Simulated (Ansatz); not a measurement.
We consider 1T (CdI2-type) PbI₂, described by LDA in Ansatz (plane waves, PAW).

Rigid layers of the crystal as relaxed at this level are moved apart or together:

```csv
run,k mesh,layer repeat (Å),energy against free layers (meV/Å²),gap on the mesh (eV)
1,12×12×6,6.68,-8.18,1.843
2,12×12×6,6.83,-8.31,1.931
3,12×12×6,6.98,-7.95,2.018
4,12×12×6,7.18,-7.06,2.127
5,12×12×6,7.48,-5.41,2.223
6,12×12×4,7.98,-2.99,2.269
7,12×12×4,8.98,-0.66,2.340
8,12×12×4,10.98,-0.01,2.393
```

The lowest energy of these points lies at a layer repeat of 6.83 Å.

Spin–orbit coupling is not included.

Note: the cell comes from a level without a dispersion term, which matters for the spacing of layers, chains or molecules.

Ansatz is a first-principles code.
